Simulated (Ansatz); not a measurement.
**CH3Al (triplet): RPA-PBE over vertical spin and charge gaps, cc-pVTZ**

How well do these functionals follow the top wave-function level for CH3Al (triplet) over vertical spin and charge gaps?

Computed with Ansatz 0.2.0, Gaussian basis. Level: cc-pVTZ, all electrons in the functionals, frozen cores in the correlation of double hybrids and RPA.

The runs, in order: RPA-PBE, at charge 0, triplet; charge 0, singlet; charge 0, quintet; charge 1, doublet; charge 1, quartet.

5 further runs of the same task are left out: 2 for a known fault of the program, 3 set aside as unsound or not needed.

## (1) What is computed

The geometry is a PBE0/def2-TZVP stationary point (not a proven minimum).

5 atoms, charge 0, spin multiplicity 3.

Atoms are counted from 1 here; the program's logs count them from 0.

Bond lengths: Al1–C2 1.889 Å, Al1–H3 1.584 Å, Al1–H4 1.584 Å, C2–H5 1.082 Å. Angles: C2–Al1–H3 119.2°, C2–Al1–H4 119.2°, H3–Al1–H4 121.5°, Al1–C2–H5 180.0°.

No dispersion term is added.

The geometry shown and the zero of energy belong to the point charge 0, triplet. The yardstick, UCCSDT(Q), and other wave-function levels (R restricted, U unrestricted, valence and pair active spaces) come from earlier runs.

## (2) RPA-PBE, charge 0, triplet

The input, in.yaml:

```yaml
crystal:
  periodic: [false, false, false]
  atoms:
    - {symbol: Al, position_ang: [0.000000, 0.000000, 0.574312]}
    - {symbol: C, position_ang: [0.000000, 0.000000, -1.315163]}
    - {symbol: H, position_ang: [0.000000, 1.382040, 1.347560]}
    - {symbol: H, position_ang: [0.000000, -1.382040, 1.347560]}
    - {symbol: H, position_ang: [0.000000, 0.000000, -2.397288]}
basis:
  gaussian: {orbitals: cc-pVTZ}
magnetization: {spin_polarized: true, initial_magnetization: 2}
hamiltonian: {xc: {name: PBE}}
correlation: {method: rpa, electrons: outside_noble_gas}
```

Command:

```console
> ansatz run in.yaml --threads 2 --pin off --events-out ev --progress --plain --max-ram 24576MiB --backend cuda --devices 0, --max-vram 18GiB
```

What it wrote:

```text
Functional definition: PBE
  name "PBE"
  cite "Perdew, Burke & Ernzerhof, Phys. Rev. Lett. 77, 3865 (1996) doi:10.1103/PhysRevLett.77.3865"
  parent pbe
  parameter kappa = 0.804
  parameter beta = 0.06672455060314922
  exchange = pbe_x(kappa = kappa, mu = beta*pi^2/3)
  correlation = pbe_c(beta = beta)
618 factors; integrals over basis functions are off by at most 1.2e-3 eV
mean field evaluation 1: about -7670.3274 eV, gradient 2.5e1 eV
mean field evaluation 2: about -7670.3202 eV, gradient 2.5e1 eV
mean field evaluation 4: about -7673.4231 eV, gradient 7.2e0 eV
mean field evaluation 8: about -7673.9078 eV, gradient 1.0e-1 eV
mean field evaluation 16: about -7673.9079 eV, gradient 5.4e-6 eV
mean field -7673.90785459 eV, -282.0109120946 hartree, gradient 1.2e-6 eV, S^2 2.006831; 0 other end points of the search recorded, 0 dependent functions left out
6 core orbitals not correlated: weight in the atoms' cores, before any rotation towards them, 1.000 or more for the frozen orbitals, at most 0.000 for the correlated occupied ones
reference -7658.28662328 eV, -281.4368424324 hartree; 6, 4 occupied and 94, 96 virtual orbitals, 618 factors
Total energy: -7669.19273967 eV, -281.8376348174 hartree
```

Wall time 10 s (1 × H100 (card shared with other runs) with 2 threads of AMD EPYC 7R13, shared host); peak host memory 0.85 GiB.

From the report: ⟨S²⟩ of the determinant 2.007 (pure triplet: 2.00).

## (3) RPA-PBE, charge 0, singlet

in.yaml: that of step 2 with these lines changed.

```diff
@@ -10,3 +10,3 @@
   gaussian: {orbitals: cc-pVTZ}
-magnetization: {spin_polarized: true, initial_magnetization: 2}
+magnetization: {spin_polarized: true, initial_magnetization: 0}
 hamiltonian: {xc: {name: PBE}}
```

Command:

```console
> ansatz run in.yaml --threads 1 --pin off --events-out ev --progress --plain --max-ram 4096MiB --backend cpu
```

What it wrote, cut to the lines that bear on the results:

```text
Functional definition: PBE
  name "PBE"
  cite "Perdew, Burke & Ernzerhof, Phys. Rev. Lett. 77, 3865 (1996) doi:10.1103/PhysRevLett.77.3865"
  parent pbe
[...]
618 factors; integrals over basis functions are off by at most 1.2e-3 eV
[...]
mean field -7673.59509258 eV, -281.9994183026 hartree, gradient 5.8e-6 eV, S^2 0.939425; 11 other end points of the search recorded, 0 dependent functions left out
6 core orbitals not correlated: weight in the atoms' cores, before any rotation towards them, 1.000 or more for the frozen orbitals, at most 0.000 for the correlated occupied ones
reference -7657.59930857 eV, -281.4115840827 hartree; 5, 5 occupied and 95, 95 virtual orbitals, 618 factors
Total energy: -7668.81348281 eV, -281.8236973849 hartree
```

It took 16 s on 1 thread of AMD EPYC 7R13, shared host.

From the report: ⟨S²⟩ of the determinant 0.939 (pure singlet: 0.00). The determinant is far from a pure spin state, so its energy mixes those of several spin states (harmless only where they are near-degenerate, as at dissociation).

From charge 0, triplet: +36.6 kJ/mol.

## (4) RPA-PBE, charge 0, quintet

in.yaml: that of step 3 with these lines changed.

```diff
@@ -10,3 +10,3 @@
   gaussian: {orbitals: cc-pVTZ}
-magnetization: {spin_polarized: true, initial_magnetization: 0}
+magnetization: {spin_polarized: true, initial_magnetization: 4}
 hamiltonian: {xc: {name: PBE}}
```

Command:

```console
> ansatz run in.yaml --threads 2 --pin off --events-out ev --progress --plain --max-ram 24576MiB --backend cuda --devices 0, --max-vram 18GiB
```

What it wrote, cut to the lines that bear on the results:

```text
Functional definition: PBE
  name "PBE"
  cite "Perdew, Burke & Ernzerhof, Phys. Rev. Lett. 77, 3865 (1996) doi:10.1103/PhysRevLett.77.3865"
  parent pbe
[...]
618 factors; integrals over basis functions are off by at most 1.2e-3 eV
[...]
mean field -7668.55422525 eV, -281.8141698453 hartree, gradient 3.2e-7 eV, S^2 6.010597; 9 other end points of the search recorded, 0 dependent functions left out
6 core orbitals not correlated: weight in the atoms' cores, before any rotation towards them, 1.000 or more for the frozen orbitals, at most 0.000 for the correlated occupied ones
reference -7652.41211221 eV, -281.2209581323 hartree; 7, 3 occupied and 93, 97 virtual orbitals, 618 factors
Total energy: -7663.75103464 eV, -281.6376558460 hartree
```

It took 12 s on 1 × H100 (card shared with other runs) with 2 threads of AMD EPYC 7R13, shared host; peak host memory 0.86 GiB.

From the report: ⟨S²⟩ of the determinant 6.011 (pure quintet: 6.00).

From charge 0, triplet: +525.0 kJ/mol.

## (5) RPA-PBE, charge 1, doublet

in.yaml: that of step 4 with these lines changed.

```diff
@@ -10,3 +10,4 @@
   gaussian: {orbitals: cc-pVTZ}
-magnetization: {spin_polarized: true, initial_magnetization: 4}
+total_charge: 1
+magnetization: {spin_polarized: true, initial_magnetization: 1}
 hamiltonian: {xc: {name: PBE}}
```

Same command.

What it wrote, cut to the lines that bear on the results:

```text
Functional definition: PBE
  name "PBE"
  cite "Perdew, Burke & Ernzerhof, Phys. Rev. Lett. 77, 3865 (1996) doi:10.1103/PhysRevLett.77.3865"
  parent pbe
[...]
618 factors; integrals over basis functions are off by at most 1.2e-3 eV
[...]
mean field -7664.74807988 eV, -281.6742965827 hartree, gradient 9.8e-6 eV, S^2 0.891104; 11 other end points of the search recorded, 0 dependent functions left out
6 core orbitals not correlated: weight in the atoms' cores, before any rotation towards them, 1.000 or more for the frozen orbitals, at most 0.000 for the correlated occupied ones
reference -7648.65157380 eV, -281.0827608950 hartree; 5, 4 occupied and 95, 96 virtual orbitals, 618 factors
Total energy: -7659.73911500 eV, -281.4902205188 hartree
```

Run time: 36 s. Hardware: 1 × H100 (card shared with other runs) with 2 threads of AMD EPYC 7R13, shared host; peak host memory 0.86 GiB.

From the report: ⟨S²⟩ of the determinant 0.891 (pure doublet: 0.75).

From charge 0, triplet: +912.1 kJ/mol.

## (6) RPA-PBE, charge 1, quartet

in.yaml: that of step 5 with these lines changed.

```diff
@@ -11,3 +11,3 @@
 total_charge: 1
-magnetization: {spin_polarized: true, initial_magnetization: 1}
+magnetization: {spin_polarized: true, initial_magnetization: 3}
 hamiltonian: {xc: {name: PBE}}
```

Same command.

What it wrote, cut to the lines that bear on the results:

```text
Functional definition: PBE
  name "PBE"
  cite "Perdew, Burke & Ernzerhof, Phys. Rev. Lett. 77, 3865 (1996) doi:10.1103/PhysRevLett.77.3865"
  parent pbe
[...]
618 factors; integrals over basis functions are off by at most 1.2e-3 eV
[...]
mean field -7663.08903599 eV, -281.6133278445 hartree, gradient 7.3e-7 eV, S^2 3.764831; 4 other end points of the search recorded, 0 dependent functions left out
6 core orbitals not correlated: weight in the atoms' cores, before any rotation towards them, 1.000 or more for the frozen orbitals, at most 0.000 for the correlated occupied ones
reference -7647.63501996 eV, -281.0454032303 hartree; 6, 3 occupied and 94, 97 virtual orbitals, 618 factors
Total energy: -7658.08667785 eV, -281.4294945733 hartree
```

Run time: 9.5 s. Hardware: 1 × H100 (card shared with other runs) with 2 threads of AMD EPYC 7R13, shared host; peak host memory 0.86 GiB.

From the report: ⟨S²⟩ of the determinant 3.765 (pure quartet: 3.75).

From charge 0, triplet: +1071.6 kJ/mol.

## (7) The comparison

The yardstick is UCCSDT(Q), where the cluster series has nearly closed. It comes from earlier runs at the same points. Energies in kJ/mol, counted from charge 0, triplet; blanks weren't run or aren't comparable.

```
    level  triplet to singlet  triplet to quintet  ionisation to the doublet cation  ionisation to the quartet cation
UCCSDT(Q)                                                                     911.4                            1086.7
  RPA-PBE                36.6               525.0                             912.1                            1071.6
```

Largest miss and mean time a point (UCCSDT(Q) took 30 s a point; shared hosts):

```
  level  largest miss (kJ/mol)                             where  time a point
RPA-PBE                  -15.2  ionisation to the quartet cation          17 s
```

## (8) What came out

| quantity | value |
| --- | --- |
| ionisation to the doublet cation, UCCSDT(Q) | 911.4 kJ/mol |
| ionisation to the quartet cation, UCCSDT(Q) | 1086.7 kJ/mol |
| largest miss, RPA-PBE | -15.2 kJ/mol (ionisation to the quartet cation) |

**Reading.** Misses are known at 2 of 4 points at best, and only functionals with that many are ranked. RPA-PBE strays by up to 15.2 kJ/mol, at ionisation to the quartet cation. RPA-PBE clearly breaks the spin symmetry at some points (⟨S²⟩ up to 0.94 above the pure value), so energy there is bought with a mixed spin. Functionals and the yardstick converge differently with the basis, so part of each miss in cc-pVTZ is the basis. The program flags that the yardstick's amplitudes may have other solutions at some points.
